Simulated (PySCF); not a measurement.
## Structure from 2D NMR

Compound of formula C$_{2}$H$_{3}$NO. Correlations simulated from computed shifts and couplings:

HSQC (one-bond C–H):
```
  δH     δC  $^{1}J$(C,H) (Hz)
9.26  185.6                205
7.64  163.5                173
7.26  163.5                194
```

COSY cross peaks (|J| ≥ 2 Hz):
```
  δH    δH  abs. J (Hz)  bonds
9.26  7.64          2.0      4
7.64  7.26         19.7      2
```

HMBC (two and three bonds, |J| ≥ 2.5 Hz):
```
  δH  δC [abs. J in Hz]
9.26        163.5 [4.2]
7.64       185.6 [10.6]
7.26       185.6 [17.2]
```

PySCF calculation with NMR shieldings at CAM-B3LYP/pcSseg-2/GIAO, geometry from PBE0-D3(BJ)/def2-SVP and spin–spin couplings from B3LYP/pcJ-1; in vacuum, one conformer, no relativistic terms.

References, each an isolated molecule treated in the same way: $^{1}$H, $^{13}$C against TMS.

Exchangeable hydrogens are left out of these lists, and C,H couplings along chains are those of one rotamer, so weak HMBC peaks may be missing or extra.

Problem. Which molecule is this?

Solution. SMILES O=CN=C.

Numbering as in the mapped SMILES `[CH2:1]=[N:2][CH:3]=[O:4]`. Each H is labelled by its parent atom. Ha(C1) is cis to C3; Hb(C1) is trans to C3.

- δC 185.6 is C3, an amide carbonyl carbon (δH 9.26).
- δC 163.5 is C1, a C=N carbon (δH 7.26, 7.64).
- COSY links 9.26–7.64, 7.64–7.26.

Shifts are as computed, not scaled to solution data. Of 1211 compounds with measured shifts, 218 miss one by over three times the rms of a fit or turn the order of signals round; such compounds aren't used in these exercises.
